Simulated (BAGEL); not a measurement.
**B3LYP/aug-cc-pVDZ (density fitting with qzvpp-jkfit) run of C2H3B (SMILES BC#C)**

What is the energy change on altering one bond length of C2H3B at B3LYP/aug-cc-pVDZ (density fitting with qzvpp-jkfit)? 

The calculation is run with BAGEL 1.2.2.

2 further runs of the same task are left out: 2 set aside as unsound or not needed. Runs told in other sessions of the task aren't counted.

### Step 1. Starting point

C2H3B: 6 atoms, total charge 0, spin state singlet. As SMILES, `BC#C`. The coordinates come from a PBE0-D4/def2-TZVP relaxation.

Bond lengths: B1–C2 1.501 Å, C2–C3 1.210 Å, B1–H4 1.193 Å, B1–H5 1.193 Å, C3–H6 1.066 Å. Angles: B1–C2–C3 180.0°, C2–B1–H4 119.9°, C2–B1–H5 119.9°, C2–C3–H6 180.0°, H4–B1–H5 120.3°.

### Step 2. The energy at B3LYP/aug-cc-pVDZ (density fitting with qzvpp-jkfit)

The input, dft.json:

```json
{ "bagel" : [

{
  "title" : "molecule",
  "basis" : "aug-cc-pvdz.json",
  "df_basis" : "qzvpp-jkfit",
  "angstrom" : true,
  "geometry" : [
    { "atom" : "B", "xyz" : [   -0.830400,    0.647300,   -0.394300 ] },
    { "atom" : "C", "xyz" : [    0.278600,   -0.224100,    0.117900 ] },
    { "atom" : "C", "xyz" : [    1.172700,   -0.926600,    0.530500 ] },
    { "atom" : "H", "xyz" : [   -1.756200,    0.156700,   -0.965700 ] },
    { "atom" : "H", "xyz" : [   -0.783300,    1.828200,   -0.228600 ] },
    { "atom" : "H", "xyz" : [    1.960800,   -1.545600,    0.894000 ] }
  ]
},
{
  "title" : "ks",
  "xc_func" : "b3lyp"
},
{
  "title" : "print",
  "file" : "orbitals.molden",
  "orbitals" : true
}

]}
```

The basis set aug-cc-pVDZ is read from a file made from the Basis Set Exchange's data (not shown).

Command:

```bash
BAGEL_NUM_THREADS=1 BAGEL dft.json > dft.out
```

The program printed:

```text
* using 1 threads per process

  ===============================================================
  ===============================================================

  *** Geometry ***

  { "atom" : "B", "xyz" : [     -1.569229,      1.223220,     -0.745119 ] },
  { "atom" : "C", "xyz" : [      0.526478,     -0.423488,      0.222799 ] },
  { "atom" : "C", "xyz" : [      2.216082,     -1.751020,      1.002500 ] },
  { "atom" : "H", "xyz" : [     -3.318737,      0.296120,     -1.824909 ] },
  { "atom" : "H", "xyz" : [     -1.480222,      3.454797,     -0.431991 ] },
  { "atom" : "H", "xyz" : [      3.705375,     -2.920761,      1.689415 ] },

  Number of auxiliary basis functions:      279

  Since a DF basis is specified, we compute 2- and 3-index integrals:
    o Being stored without compression. Storage requirement is 0.021 GB

  Number of basis functions:       96
  Number of electrons      :       20

    * METHOD: MOLECULE                             0.08

  *** Kohn-Sham DFT ***

    * Removing 8737 points whose weight is below 1.00e-10
    * Grid points: 80699

  === Nuclear Repulsion ===
    46.7381231439

       - DIIS with orbital gradients will be used.

  === KS iteration (b3lyp / aug-cc-pvdz.json) ===
      0        -81.01270335          0.08545071           0.17
      1        -77.24629325          0.11500729           0.17
      2        -83.66235071          0.10629817           0.17
      3       -101.10100772          0.06583134           0.17
      4       -102.54370261          0.02815612           0.17
      5       -101.77818380          0.05761025           0.17
      6       -101.69082333          0.06023721           0.17
      7       -102.49777488          0.03275661           0.18
      8       -102.78885566          0.00335167           0.17
      9       -102.79259736          0.00080767           0.17
     10       -102.79273282          0.00060723           0.17
     11       -102.79285058          0.00003411           0.17
     12       -102.79285097          0.00000821           0.17
     13       -102.79285101          0.00000115           0.17
     14       -102.79285101          0.00000035           0.17
     15       -102.79285101          0.00000004           0.17
     16       -102.79285101          0.00000001           0.17
     17       -102.79285101          0.00000000           0.18
    * SCF iteration converged.

    * Permanent dipole moment:
           (   -0.284201,     0.223171,    -0.131018) a.u.

    * METHOD: KS                                   3.46

    * METHOD: PRINT                                0.01

  ===============================================================
```

Wall time 3.9 s (1 thread of Arm Neoverse V2, shared host); peak memory 0.36 GiB.

### Step 3. The distorted shape, same level

The input, input.json:

```json
{ "bagel" : [

{
  "title" : "molecule",
  "basis" : "aug-cc-pvdz.json",
  "df_basis" : "qzvpp-jkfit",
  "angstrom" : true,
  "geometry" : [
    { "atom" : "B", "xyz" : [      -1.460856,       1.142481,      -0.685089 ] },
    { "atom" : "C", "xyz" : [      -0.351856,       0.271081,      -0.172889 ] },
    { "atom" : "C", "xyz" : [       0.542244,      -0.431419,       0.239711 ] },
    { "atom" : "H", "xyz" : [      -2.386656,       0.651881,      -1.256489 ] },
    { "atom" : "H", "xyz" : [      -1.413756,       2.323381,      -0.519389 ] },
    { "atom" : "H", "xyz" : [       1.960800,      -1.545600,       0.894000 ] }
  ]
},

{ "title" : "ks", "xc_func" : "b3lyp", "charge" : 0 },

{ "title" : "print", "file" : "orbitals.molden", "orbitals" : true }

]}
```

The basis set aug-cc-pVDZ is read from a file made from the Basis Set Exchange's data (not shown).

Command:

```bash
BAGEL_NUM_THREADS=1 BAGEL input.json > input.out
```

The program printed:

```text
* using 1 threads per process

  ===============================================================
  ===============================================================

  *** Geometry ***

  { "atom" : "B", "xyz" : [     -2.760618,      2.158976,     -1.294631 ] },
  { "atom" : "C", "xyz" : [     -0.664911,      0.512269,     -0.326713 ] },
  { "atom" : "C", "xyz" : [      1.024693,     -0.815264,      0.452988 ] },
  { "atom" : "H", "xyz" : [     -4.510126,      1.231877,     -2.374420 ] },
  { "atom" : "H", "xyz" : [     -2.671612,      4.390554,     -0.981503 ] },
  { "atom" : "H", "xyz" : [      3.705375,     -2.920761,      1.689415 ] },

  Number of auxiliary basis functions:      279

  Since a DF basis is specified, we compute 2- and 3-index integrals:
    o Being stored without compression. Storage requirement is 0.021 GB

  Number of basis functions:       96
  Number of electrons      :       20

    * METHOD: MOLECULE                             0.07

  *** Kohn-Sham DFT ***

    * Removing 8054 points whose weight is below 1.00e-10
    * Grid points: 81382

  === Nuclear Repulsion ===
    44.8681005641

       - DIIS with orbital gradients will be used.

  === KS iteration (b3lyp / aug-cc-pvdz.json) ===
      0        -80.98344005          0.08184578           0.17
      1        -78.30470561          0.11401553           0.17
      2        -82.63447063          0.10174987           0.17
      3        -99.81435000          0.06832332           0.17
      4       -102.15894200          0.03641315           0.17
      5       -101.62479294          0.05780980           0.17
      6       -101.83417596          0.05136300           0.18
      7       -102.13368801          0.04206361           0.18
      8       -102.62285124          0.00834218           0.17
      9       -102.63579071          0.00505294           0.17
     10       -102.64469754          0.00058731           0.17
     11       -102.64484153          0.00028357           0.17
     12       -102.64489048          0.00002841           0.17
     13       -102.64489090          0.00000741           0.17
     14       -102.64489093          0.00000224           0.17
     15       -102.64489093          0.00000041           0.17
     16       -102.64489093          0.00000024           0.17
     17       -102.64489093          0.00000002           0.18
     18       -102.64489093          0.00000001           0.18
    * SCF iteration converged.

    * Permanent dipole moment:
           (   -0.519862,     0.408247,    -0.239699) a.u.

    * METHOD: KS                                   3.64

    * METHOD: PRINT                                0.01

  ===============================================================
```

It took 3.9 s on 1 thread of Arm Neoverse V2, shared host; peak memory 0.36 GiB.

### Step 4. What came out

At B3LYP/aug-cc-pVDZ (density fitting with qzvpp-jkfit):

| quantity | value |
| --- | --- |
| first shape: total energy | -102.79285 Eh |
| first shape: dipole moment | 0.98 D |
| first shape: HOMO energy | -7.86 eV |
| first shape: LUMO energy | -2.62 eV |
| first shape: HOMO–LUMO gap | 5.24 eV |
| distorted shape: total energy | -102.64489 Eh |
| distorted shape: dipole moment | 1.79 D |
| distorted shape: HOMO energy | -7.74 eV |
| distorted shape: LUMO energy | -4.18 eV |
| distorted shape: HOMO–LUMO gap | 3.56 eV |
| energy change with the C3–H6 bond stretched from 1.066 to 1.919 Å | 4.026 eV |

**Reading.** One bond (distorted shape) is far stretched, which a spin-restricted single reference describes badly; a broken-symmetry solution may lie lower. With the C3–H6 bond stretched from 1.066 to 1.919 Å the energy rises by 4.03 eV (388 kJ/mol). The first shape isn't relaxed at this level, so the change isn't measured from a minimum. A restricted reference can't describe the breaking bond well at this length.
